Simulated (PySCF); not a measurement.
**Gas-phase XPS of fluoroborane Ion, computed**

Compound: fluoroborane Ion, BFH (charge +1).
Structure used (PBE0-D3(BJ)/def2-SVP), in Å, numbered top down from 1:
```
atom  x, y, z in Å
B1     0.001   -0.002   -0.008
F2     1.215    0.014   -0.026
H3    -1.193   -0.018    0.009
```

Method used: PySCF, delta-SCF UKS SCAN, pcX-2 on the ionised atom, pcseg-1 elsewhere, spin-free X2C. Vertical ΔSCF values, vacuum level as zero.

**Question.** What binding energy does each computed site have?

**Answer.** 
```
atom(s)              environment  level  binding energy (eV)  count
     B1  boron bonded to F and H   B 1s               212.14      1
     F2     fluorine bonded to B   F 1s               705.19      1
```

**Question.** Which photon energy gives electrons from B 1s of B1 a kinetic energy of 200 eV, and what is their de Broglie wavelength?

**Answer.** hν = 212.14 + 200 = 412.14 eV, recoil neglected; λ = 12.264 Å/√(E/eV) = 0.87 Å.

The species carries charge +1, so core ionisation leaves charge +2. Isolated species at its PBE0-D3(BJ)/def2-SVP geometry, gas phase.
